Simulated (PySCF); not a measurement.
## `CP(C)(C)=S`: ΔSCF against reference XPS values

The experiment to reproduce (core binding energies): P 2p3/2 of P2 137.45 eV [1]; C 1s of C1/C3/C4 290.60 eV [1]. Sources and the comparison follow the method.

Species: C₃H₉PS.
Z-matrix (Å and degrees, PBE0-D3(BJ)/def2-TZVP geometry), rows numbered from 1:
```
C 
P   1  1.8117
C   2  1.8119  1  104.27
C   2  1.8119  1  104.33  3  -108.83
S   2  1.9377  1  114.21  3   125.53
H   1  1.0923  2  111.56  3    57.43
H   1  1.0906  2  108.56  3   178.56
H   1  1.0905  2  108.63  3   -63.71
H   3  1.0905  2  108.58  1  -174.65
H   3  1.0925  2  111.44  1   -53.63
H   3  1.0905  2  108.76  1    67.49
H   4  1.0924  2  111.41  1    54.43
H   4  1.0903  2  108.74  1   -66.84
H   4  1.0910  2  108.51  1   175.30
```

Method used: delta-SCF UKS SCAN, pcX-3 on the ionised atom, pcseg-2 elsewhere, spin-free X2C in PySCF. Each binding energy is the total energy of the core-ionised species, with the hole localised on one atom, minus that of the ground state; both are solved self-consistently, so orbital relaxation is included.

```
    atom                     environment    level  this calculation (eV)  reference (eV)  difference (eV)  source
      P2  phosphorus bonded to 3 C and S  P 2p3/2                 137.50          137.45            +0.05     [1]
C1/C3/C4  sp3 carbon bound to phosphorus     C 1s                 290.73          290.60            +0.13     [1]
```

[1] measured, gas; Perry, Schaaf, Jolly, LBL-3517 (X-ray photoelectron spectroscopic study of charge distributions in tetracovalent compounds of nitrogen and phosphorus, 1975) Note: scanned preprint of the 1970s; energy scale about 0.17 eV below the 1984 compilation; uncertainty about 0.05 eV.

**Question.** How well does this level of theory reproduce the measurements here?

**Answer.** Over the 2 different measured values (2 distinct lines) the mean signed difference is +0.09 eV, the mean unsigned one 0.09 eV and the largest 0.13 eV. The calculation is vertical and has no vibrational structure, and measured positions depend on the energy calibration.

**Question.** What does the calculation give for the levels without a reference value here?

**Answer.** P2 P 1s 2151.49 eV; S5 S 1s 2474.93 eV.

The first atom of each set that the bonding makes equivalent was ionised and stands for the set. Not every level is listed. The 2p values aren't plain energy differences: one relaxed spin-free 2p hole is combined with a matrix within the shell (ground-state 2p orbital-energy differences and spin–orbit coupling). 2p3/2, the mean of its two sublevels, lies a third of the splitting below the shell's mean and 2p1/2 two thirds above it; the statistical areas are 2:1. 2p1/2 minus 2p3/2 (ligand field included): P 0.89 eV. Isolated species at its PBE0-D3(BJ)/def2-TZVP geometry, gas phase.

The run took 3.1 min wall, 6.5 min CPU on an Intel Xeon at 2.50 GHz with 2 threads, shared host with 64 logical CPUs at a one-minute load of 62, and the process peaked at 2.1 GiB of memory.
